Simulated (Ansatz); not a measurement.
Born–Oppenheimer molecular dynamics of ClH$_{5}$OSi (8 atoms, charge 0, multiplicity 1). It starts at the highest image of a converged band, a first-order saddle point between two minima.

All numbers below come from Ansatz 0.2.0, RKS revPBE/def2-SVP.

```yaml
ensemble: NVE (velocity Verlet)
time_step: 0.5 fs
steps_asked: 200
starting_velocities_drawn_for: 300 K
seed: 6189
```

First frame:

```xyz
8
Properties=species:S:1:pos:R:3
Si 0.093 -0.187 -0.045
O 0.087 -0.080 1.901
H -0.796 -0.003 2.321
H 1.345 0.352 -0.658
H -0.841 1.021 -0.001
H -0.735 -1.174 -0.814
Cl 1.348 -2.151 0.816
H 0.533 -1.009 2.054
```

Question: What does the run give?

Answer: All steps were run.

- steps done: 200
- time covered: 100 fs
- mean temperature over the second half: 1139 K
- spread of the potential energy over the second half: 2.9 meV per atom
- mean potential energy of the second half above the start: -81.3 meV per atom

The conserved energy stayed within 0.07 meV per atom of its start (net change 0.032 meV per atom), so the integration is sound. The kinetic energy rose, since the run started high on the potential surface and went downhill. It ends in pieces (ClH + H4OSi), so much of that is their flight and rotation, not heat. A run of 0.1 ps of so small a system gives no equilibrium averages. The orbitals stay closed-shell, which can raise the energy where a bond breaks towards radicals; this wasn't checked here.

Question: What happens to the structure?

Answer: Between its relaxed ends the band would form Si1–Cl7, O2–H8 and break Si1–O2, Cl7–H8. These pairs go: Si1–Cl7 2.49 → 4.48 Å, O2–H8 1.04 → 2.80 Å, Si1–O2 1.95 → 1.68 Å, Cl7–H8 1.87 → 1.30 Å. In the last frame they stand as before the step (other bonds may differ from the relaxed reactants and products). It ends as ClH + H4OSi. Pairs count as bonded within 1.25 times the sum of covalent radii (0.12 Å more for H–H). The details hang on the random start.

Question: How do temperature and energy run in time?

Answer: 
```tsv
time (fs)	T (K)	potential energy less start (eV)	conserved less start (meV/atom)
0	300	0.000	0.00
8	179	0.094	0.04
16	191	0.085	0.03
24	234	0.051	0.03
32	465	-0.128	0.02
40	737	-0.339	0.04
48	1021	-0.559	0.03
56	1092	-0.613	0.05
64	1160	-0.667	0.04
72	1166	-0.672	0.03
80	1129	-0.643	0.06
88	1165	-0.671	0.04
96	1120	-0.636	0.05
```

The run took 4.7 min on 2 threads of Intel(R) Xeon(R) Platinum 8259CL CPU @ 2.50GHz (Skylake/Cascade Lake), on a shared host, peak memory 0.17 GiB.
